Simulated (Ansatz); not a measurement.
# AlGeH3 (H-bridged), singlet: vertical spin and charge gaps

Geometry (PBE0/def2-TZVP stationary point for this spin, not checked as a minimum):

```xyz
5

Ge   -0.0422    0.0000    0.6623
Al    0.0200    0.0000   -1.8257
H     0.7497   -1.0660   -0.3437
H     0.7497    1.0660   -0.3437
H     1.0071    0.0000    1.8288
```

Basis cc-pVDZ; Ansatz 0.2.0. Only valence electrons are correlated (noble-gas cores and the filled d shells of p-block atoms frozen). Prefix R: restricted or restricted open-shell reference; prefix U: unrestricted. Active spaces: valence = (10e, 11o) chosen from the atoms' valence shells. No spin–orbit coupling is included, and no scalar relativity.

Gaps are energies of the second state less the first, at fixed atoms, for a selection of the levels run; each method lands on the state that its own search finds for that charge and spin.

Unrestricted rows (U, and Kohn–Sham where it breaks symmetry) aren't spin-pure: their determinants' ⟨S²⟩ exceeds S(S+1) by up to 0.23, so they mix in states of higher spin. A value is left out where its run failed or describes another state than the reference as far as symmetry and spin tell, or, spin-broken singlets apart, can't be checked.

Triplet less singlet: 2.991 eV at UCCSDT(Q).

```csv
level,gap (eV),error (meV)
UHF,2.223,-768
CISD,2.831,-160
UCCSD,2.963,-28
UCCSDT,2.989,-2
MRCISD+Q (valence space),3.001,10
PBE,2.883,-108
r2SCAN,2.630,-361
wB97M-V,3.324,333
B2PLYP,3.034,43
RPA-PBE,3.006,15
```

Removing an electron, to the doublet: 8.682 eV at UCCSDT(Q).

| level | gap (eV) | error (meV) | ⟨S²⟩ where 0.1 over S(S+1) (first / second) |
| --- | --- | --- | --- |
| UHF | 7.850 | -832 | – / 0.98 |
| UMP2 | 8.760 | 78 | – / 0.98 |
| UCCSD | 8.659 | -23 | – / 0.98 |
| UCCSD(T) | 8.695 | 13 | – / 0.98 |
| BCCD(T)* | 8.698 | 16 | – / – |
| UCCSDT | 8.682 | 0 | – / 0.98 |
| CASSCF (valence space) | 7.885 | -797 | – / – |
| NEVPT2 (valence space) | 8.514 | -168 | – / – |
| MRCISD (valence space) | 8.616 | -66 | – / – |
| MRCISD+Q (valence space) | 8.706 | 24 | – / – |
| PBE | 8.697 | 15 | – / – |
| r2SCAN | 8.636 | -46 | – / – |
| PBE0 | 8.786 | 104 | – / – |
| B3LYP | 8.845 | 163 | – / – |
| wB97M-V | 8.835 | 153 | – / – |
| B2PLYP | 8.773 | 91 | – / – |
| RPA-PBE | 8.767 | 85 | – / – |

An asterisk marks runs whose energy the program itself flagged as in doubt.

In so small a basis the reference is far from its limit while semilocal and hybrid functionals are nearer theirs (RPA and double hybrids share part of the reference's basis error), so the functionals' errors here hold much of the reference's basis and frozen-core error, which can add to them or hide them.

Full CI isn't at hand for all of this; UCCSDT(Q) serves as the reference, and is uncertain by the last step of the cluster series or more. The frozen core follows each run's orbitals, which can shift R against U totals by a few meV for light atoms and by up to 0.1 eV past Ca.
